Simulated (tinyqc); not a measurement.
Worked calculation: CCD on RHF in the sto-6g basis, for HF, spin multiplicity 1. Computed by tinyqc, a small Python program that keeps every step (integrals from PySCF). Settings: charge = 0, multiplicity = 1, basis = sto-6g, method = RHF, energy threshold = 1e-10, iteration cap = 82, orthogonalisation = canonical, start = Wolfsberg-Helmholz matrix, DIIS depth = 6, amplitude equations = CCD, DIIS depth for amplitudes = 4, cap on updates = 54. Command: `OMP_NUM_THREADS=1 python tinyqc.py 28330 28331 out.jsonl` (the two numbers bound the seeds that draw the settings). One thread of a shared host (Intel(R) Xeon(R) Processor @ 2.60GHz), about 0.1 s of CPU time with the checks. The early iterations of the SCF are left out here.

## One-electron integrals

Geometry (angstrom):
```
atom        x        y        z
F     0.00000  0.00000  0.00000
H     0.00000  0.00000  1.12400
```

Basis sto-6g: exponents (1/bohr^2) and contraction coefficients of normalised primitives:
```
element  l (shell)    exponent  coefficient
F            s (1)  1728.62657      0.00916
F            s (1)   316.94179      0.04936
F            s (1)    88.66889      0.16854
F            s (1)    30.46016      0.37056
F            s (1)    11.82857      0.41649
F            s (1)     4.87166      0.13033
F            s (2)    67.03228     -0.01325
F            s (2)    13.26744     -0.04699
F            s (2)     4.12351     -0.03379
F            s (2)     1.58646      0.25024
F            s (2)     0.68900      0.59512
F            s (2)     0.31582      0.24071
F            p (3)    67.03228      0.00376
F            p (3)    13.26744      0.03768
F            p (3)     4.12351      0.17390
F            p (3)     1.58646      0.41804
F            p (3)     0.68900      0.42586
F            p (3)     0.31582      0.10171
H            s (1)    35.52322      0.00916
H            s (1)     6.51314      0.04936
H            s (1)     1.82214      0.16854
H            s (1)     0.62596      0.37056
H            s (1)     0.24308      0.41649
H            s (1)     0.10011      0.13033
```

Overlap, kinetic and nuclear-attraction integrals over the contracted functions; the nuclear repulsion is the sum of Za Zb / Rab.

nuclear repulsion = 4.2371841 hartree

overlap S, lower triangle:
```
          1F 1s    1F 2s   1F 2px   1F 2py   1F 2pz    2H 1s
1F 1s   1.00000
1F 2s   0.23248  1.00000
1F 2px  0.00000  0.00000  1.00000
1F 2py  0.00000  0.00000  0.00000  1.00000
1F 2pz  0.00000  0.00000  0.00000  0.00000  1.00000
2H 1s   0.03139  0.32615  0.00000  0.00000  0.27302  1.00000
```

kinetic energy T (hartree), lower triangle:
```
           1F 1s    1F 2s   1F 2px   1F 2py   1F 2pz    2H 1s
1F 1s   37.39773
1F 2s   -1.14335  1.08230
1F 2px   0.00000  0.00000  3.25133
1F 2py   0.00000  0.00000  0.00000  3.25133
1F 2pz   0.00000  0.00000  0.00000  0.00000  3.25133
2H 1s   -0.00525  0.04348  0.00000  0.00000  0.13502  0.76852
```

nuclear attraction V (hartree), lower triangle:
```
            1F 1s      1F 2s     1F 2px     1F 2py     1F 2pz     2H 1s
1F 1s   -78.29325
1F 2s    -7.97516  -11.94538
1F 2px    0.00000    0.00000  -11.92170
1F 2py    0.00000    0.00000    0.00000  -11.92170
1F 2pz   -0.01060   -0.12396    0.00000    0.00000  -11.99123
2H 1s    -1.23389   -2.84431    0.00000    0.00000   -2.08264  -5.39737
```

core Hamiltonian H = T + V (hartree), lower triangle:
```
            1F 1s      1F 2s    1F 2px    1F 2py    1F 2pz     2H 1s
1F 1s   -40.89552
1F 2s    -9.11851  -10.86309
1F 2px    0.00000    0.00000  -8.67038
1F 2py    0.00000    0.00000   0.00000  -8.67038
1F 2pz   -0.01060   -0.12396   0.00000   0.00000  -8.73990
2H 1s    -1.23914   -2.80082   0.00000   0.00000  -1.94762  -4.62884
```

## Two-electron integrals

Functions are numbered as in S; the eight-fold symmetry (ij|kl) = (ji|kl) = (kl|ij) leaves the list below.

Two-electron integrals (ij|kl) in chemists' order, unique and non-zero (hartree):
```
(11|11) 5.40624   (21|11) 0.76813   (21|21) 0.13891   (22|11) 1.26627
(22|21) 0.28399   (22|22) 0.92637   (31|31) 0.02945   (32|31) 0.04468
(32|32) 0.20475   (33|11) 1.26627   (33|21) 0.28399   (33|22) 0.92637
(33|33) 0.99808   (41|41) 0.02945   (42|41) 0.04468   (42|42) 0.20475
(43|43) 0.05379   (44|11) 1.26627   (44|21) 0.28399   (44|22) 0.92637
(44|33) 0.89051   (44|44) 0.99808   (51|51) 0.02945   (52|51) 0.04468
(52|52) 0.20475   (53|53) 0.05379   (54|54) 0.05379   (55|11) 1.26627
(55|21) 0.28399   (55|22) 0.92637   (55|33) 0.89051   (55|44) 0.89051
(55|55) 0.99808   (61|11) 0.11042   (61|21) 0.01915   (61|22) 0.03832
(61|33) 0.03826   (61|44) 0.03826   (61|51) 0.00083   (61|52) 0.00163
(61|55) 0.03845   (61|61) 0.00268   (62|11) 0.28824   (62|21) 0.06566
(62|22) 0.24002   (62|33) 0.23659   (62|44) 0.23659   (62|51) 0.00477
(62|52) 0.03645   (62|55) 0.24689   (62|61) 0.00906   (62|62) 0.07809
(63|31) 0.00717   (63|32) 0.04149   (63|53) 0.00756   (63|63) 0.01126
(64|41) 0.00717   (64|42) 0.04149   (64|54) 0.00756   (64|64) 0.01126
(65|11) 0.20033   (65|21) 0.04626   (65|22) 0.18076   (65|33) 0.17323
(65|44) 0.17323   (65|51) 0.01007   (65|52) 0.06710   (65|55) 0.19584
(65|61) 0.00665   (65|62) 0.07219   (65|65) 0.07739   (66|11) 0.46171
(66|21) 0.10714   (66|22) 0.45110   (66|33) 0.43653   (66|44) 0.43653
(66|51) 0.00938   (66|52) 0.10092   (66|55) 0.48023   (66|61) 0.01488
(66|62) 0.19349   (66|65) 0.20721   (66|66) 0.77500
```

## Orthogonalisation

S = U s U^T; canonical form X = U s^(-1/2), so that X^T S X = 1. Each column of U has its largest component positive (the first on a tie).

eigenvalues of S: 0.54625  0.85114  1.00000  1.00000  1.12484  1.47777

X:
```
               1         2         3        4         5        6
1F 1s    0.35530   0.72868   0.00000  0.00000  -0.57299  0.27259
1F 2s   -0.81178  -0.42248   0.00000  0.00000  -0.34501  0.48959
1F 2px   0.00000   0.00000  -0.37179  0.92832   0.00000  0.00000
1F 2py   0.00000   0.00000   0.92832  0.37179   0.00000  0.00000
1F 2pz  -0.52715   0.59897   0.00000  0.00000   0.60440  0.29880
2H 1s    0.87611  -0.32657   0.00000  0.00000   0.27636  0.52289
```

Within a degenerate level the vectors are fixed only up to a rotation; this is one choice.

## Starting guess

The start is the generalised Wolfsberg-Helmholz matrix (K = 1.75) built on H; D = 2 C_occ C_occ^T.

D at the start, lower triangle:
```
           1F 1s     1F 2s   1F 2px   1F 2py   1F 2pz    2H 1s
1F 1s    2.09228
1F 2s   -0.39463   1.72064
1F 2px   0.00000   0.00000  2.00000
1F 2py   0.00000   0.00000  0.00000  2.00000
1F 2pz   0.06549  -0.25453  0.00000  0.00000  1.83976
2H 1s   -0.13609   0.41825  0.00000  0.00000  0.21975  0.14653
```

## Iteration 6 (converged): orbitals

converged F (hartree), lower triangle:
```
            1F 1s     1F 2s    1F 2px    1F 2py    1F 2pz     2H 1s
1F 1s   -26.25238
1F 2s    -6.37090  -2.89469
1F 2px    0.00000   0.00000  -0.47124
1F 2py    0.00000   0.00000   0.00000  -0.47124
1F 2pz   -0.01740  -0.04346   0.00000   0.00000  -0.26729
2H 1s    -0.86848  -0.78921   0.00000   0.00000  -0.48081  -0.37416
```

Diagonalise F' = X^T F X, C = X C', fill 5 alpha and 5 beta electrons from the bottom; D = 2 C_occ C_occ^T. Each column has its largest component positive (the first on a tie).

F' = X^T F X (hartree), lower triangle:
```
          1          2         3         4          5         6
1  -0.91268
2  -3.56463  -10.27883
3   0.00000    0.00000  -0.47124
4   0.00000    0.00000   0.00000  -0.47124
5   2.93217   10.23505   0.00000   0.00000  -11.31356
6  -1.56307   -6.20947   0.00000   0.00000    6.90374  -5.28856
```

orbital energies (hartree): MO1 -26.25556, MO2 -1.44128, MO3 -0.52897, MO4 -0.47124, MO5 -0.47124, MO6 0.43219

coefficients C:
```
             MO1       MO2       MO3       MO4      MO5       MO6
1F 1s    0.99718  -0.24289   0.05566   0.00000  0.00000   0.05806
1F 2s    0.01216   0.98331  -0.30938   0.00000  0.00000  -0.36530
1F 2px   0.00000   0.00000   0.00000  -0.61052  0.79200   0.00000
1F 2py   0.00000   0.00000   0.00000   0.79200  0.61052   0.00000
1F 2pz   0.00127   0.04099   0.69050   0.00000  0.00000  -0.78279
2H 1s   -0.00228   0.11004   0.57425   0.00000  0.00000   0.93921
```

D after iteration 6, lower triangle:
```
           1F 1s     1F 2s   1F 2px   1F 2py   1F 2pz    2H 1s
1F 1s    2.11293
1F 2s   -0.48787   2.12552
1F 2px   0.00000   0.00000  2.00000
1F 2py   0.00000   0.00000  0.00000  2.00000
1F 2pz   0.05950  -0.34662  0.00000  0.00000  0.95695
2H 1s    0.00593  -0.13897  0.00000  0.00000  0.80206  0.68376
```

Within a degenerate level the vectors are fixed only up to a rotation; this is one choice.

## Convergence

Stop when the energy changes by less than 1e-10 hartree and every element of the error matrix X^T (F D S - S D F) X is below 3e-06.

Course of the cycle:
```
iteration  E (hartree)     change  largest element of the error matrix
1          -99.1677394          -                             6.60e-01
2          -99.4613725  -2.94e-01                             1.32e-01
3          -99.4747734  -1.34e-02                             1.79e-02
4          -99.4749657  -1.92e-04                             2.07e-03
5          -99.4749680  -2.29e-06                             7.71e-06
6          -99.4749680  -7.35e-11                             2.00e-07
```

PySCF RHF in the same basis = -99.4749680 hartree

Converged in 6 iterations.

## Populations, bond orders and dipole

Mulliken: Z minus the diagonal of D S on the atom; Loewdin: the same with S^(1/2) D S^(1/2); Mayer order: 2 sum_s sum (D(s) S)_ij (D(s) S)_ji over the two atoms.

Charges (e):
```
atom  Mulliken   Loewdin
1F    -0.14240  -0.11391
2H     0.14240   0.11391
```

Mayer bond orders:
```
pair    order
2-1   0.97972
```

dipole moment about the origin, x y z (debye): 0.00000  0.00000  1.15927

## Integrals over molecular orbitals

(pq|rs) = sum C_ip C_jq C_kr C_ls (ij|kl), one index at a time.

one-electron integrals over orbitals h = C^T H C (hartree), lower triangle:
```
           1         2         3         4         5         6
1  -40.88228
2    0.72700  -9.19845
3   -0.16126   0.53788  -7.12239
4    0.00000   0.00000   0.00000  -8.67038
5    0.00000   0.00000   0.00000   0.00000  -8.67038
6   -0.17647   0.93984   2.12586   0.00000   0.00000  -6.05874
```

Two-electron integrals over orbitals (pq|rs), unique and non-zero (hartree):
```
(11|11) 5.38201    (21|11) -0.52956   (21|21) 0.08402    (22|11) 1.24188
(22|21) -0.02336   (22|22) 0.86951    (31|11) 0.12422    (31|21) -0.01887
(31|22) 0.00876    (31|31) 0.01987    (32|11) -0.13519   (32|21) 0.00667
(32|22) -0.04082   (32|31) 0.02070    (32|32) 0.14466    (33|11) 0.93082
(33|21) -0.00884   (33|22) 0.71904    (33|31) -0.00334   (33|32) -0.02488
(33|33) 0.70825    (41|41) 0.03037    (42|41) 0.03975    (42|42) 0.18726
(43|41) -0.00844   (43|42) -0.03284   (43|43) 0.03922    (44|11) 1.26598
(44|21) -0.01405   (44|22) 0.89225    (44|31) 0.00317    (44|32) -0.07159
(44|33) 0.70710    (44|44) 0.99808    (51|51) 0.03037    (52|51) 0.03975
(52|52) 0.18726    (53|51) -0.00844   (53|52) -0.03284   (53|53) 0.03922
(54|54) 0.05379    (55|11) 1.26598    (55|21) -0.01405   (55|22) 0.89225
(55|31) 0.00317    (55|32) -0.07159   (55|33) 0.70710    (55|44) 0.89051
(55|55) 0.99808    (61|11) 0.13283    (61|21) -0.02229   (61|22) 0.00258
(61|31) -0.01119   (61|32) -0.02406   (61|33) 0.00772    (61|44) 0.00336
(61|55) 0.00336    (61|61) 0.02270    (62|11) -0.19132   (62|21) 0.00512
(62|22) -0.10275   (62|31) -0.02013   (62|32) -0.06746   (62|33) -0.02723
(62|44) -0.10040   (62|55) -0.10040   (62|61) 0.01783    (62|62) 0.09222
(63|11) -0.39902   (63|21) 0.00625    (63|22) -0.21392   (63|31) 0.00184
(63|32) 0.08729    (63|33) -0.10441   (63|44) -0.22861   (63|55) -0.22861
(63|61) -0.00507   (63|62) 0.04454    (63|63) 0.21252    (64|41) -0.00828
(64|42) -0.03332   (64|43) -0.02012   (64|64) 0.02962    (65|51) -0.00828
(65|52) -0.03332   (65|53) -0.02012   (65|65) 0.02962    (66|11) 0.85735
(66|21) -0.00875   (66|22) 0.65407    (66|31) 0.01209    (66|32) 0.05535
(66|33) 0.65999    (66|44) 0.63369    (66|55) 0.63369    (66|61) -0.00823
(66|62) -0.05960   (66|63) -0.01955   (66|66) 0.69368
```

## CCD: starting amplitudes

t_ij^ab = <ij||ab> / (e_i + e_j - e_a - e_b), whose energy is MP2.

Starting amplitudes (spin orbitals 1a, 1b, ...; amplitudes related by a flip of all spins are not repeated):
```
from      to         t
3a 3b  6a 6b  -0.11056
2a 2b  6a 6b  -0.02461
4a 4b  6a 6b  -0.01639
5a 5b  6a 6b  -0.01639
2a 3b  6a 6b  -0.01571
1a 2b  6a 6b  -0.00062
1a 1b  6a 6b  -0.00043
1a 3b  6a 6b   0.00018
```

correlation energy = -0.0281698 hartree

## CCD: amplitude update 1

t_ij^ab D_ij^ab are set to the remaining terms of the spin-orbital equations, evaluated with the old amplitudes; for the doubles these are <ij||ab> + 1/2 <ab||ef> t_ij^ef + 1/2 <mn||ij> t_mn^ab + P(ij)P(ab) <mb||ej> t_im^ae + terms in t^2, D the orbital-energy denominators.

Amplitudes after update 1 (spin orbitals 1a, 1b, ...; amplitudes related by a flip of all spins are not repeated):
```
from      to         t
3a 3b  6a 6b  -0.15464
2a 2b  6a 6b  -0.02511
2a 3b  6a 6b  -0.02467
4a 4b  6a 6b  -0.01834
5a 5b  6a 6b  -0.01834
1a 2b  6a 6b  -0.00052
1a 1b  6a 6b  -0.00033
1a 3b  6a 6b   0.00008
```

correlation energy = -0.0384903 hartree

## CCD: amplitude update 2

As before.

Amplitudes after update 2 (spin orbitals 1a, 1b, ...; amplitudes related by a flip of all spins are not repeated):
```
from      to         t
3a 3b  6a 6b  -0.17254
2a 3b  6a 6b  -0.02839
2a 2b  6a 6b  -0.02377
4a 4b  6a 6b  -0.01832
5a 5b  6a 6b  -0.01832
1a 2b  6a 6b  -0.00048
1a 1b  6a 6b  -0.00032
1a 3b  6a 6b  3.83e-05
```

correlation energy = -0.0424996 hartree

## CCD: amplitude update 3

t_ij^ab D_ij^ab are set to the remaining terms of the spin-orbital equations, evaluated with the old amplitudes; for the doubles these are <ij||ab> + 1/2 <ab||ef> t_ij^ef + 1/2 <mn||ij> t_mn^ab + P(ij)P(ab) <mb||ej> t_im^ae + terms in t^2, D the orbital-energy denominators. DIIS then mixes the stored amplitudes.

DIIS coefficients: -0.68620  1.68620

Amplitudes after update 3 (spin orbitals 1a, 1b, ...; amplitudes related by a flip of all spins are not repeated):
```
from      to         t
3a 3b  6a 6b  -0.18487
2a 3b  6a 6b  -0.03081
2a 2b  6a 6b  -0.02242
4a 4b  6a 6b  -0.01805
5a 5b  6a 6b  -0.01805
1a 2b  6a 6b  -0.00046
1a 1b  6a 6b  -0.00031
1a 3b  6a 6b  1.05e-05
```

correlation energy = -0.0451937 hartree

## CCD: convergence

E_corr = 1/4 sum <ij||ab> t_ij^ab; stop when the norm of the change is below 1e-8.

Course of the amplitude iterations:
```
update  correlation energy (hartree)  norm of the change
0                         -0.0281698                   -
1                         -0.0384903            9.19e-02
2                         -0.0424996            3.74e-02
3                         -0.0451937            1.53e-02
4                         -0.0451737            2.79e-04
5                         -0.0451781            3.61e-05
6                         -0.0451771            7.09e-06
7                         -0.0451771            1.60e-06
8                         -0.0451771            4.01e-07
9                         -0.0451771            1.22e-08
10                        -0.0451771            2.54e-09
```

Converged amplitudes (spin orbitals 1a, 1b, ...; amplitudes related by a flip of all spins are not repeated):
```
from      to         t
3a 3b  6a 6b  -0.18489
2a 3b  6a 6b  -0.03073
2a 2b  6a 6b  -0.02233
5a 5b  6a 6b  -0.01796
4a 4b  6a 6b  -0.01796
1a 2b  6a 6b  -0.00047
1a 1b  6a 6b  -0.00032
1a 3b  6a 6b  1.01e-05
```

CCD total energy = -99.5201451 hartree

Converged in 10 updates, with DIIS from the third.
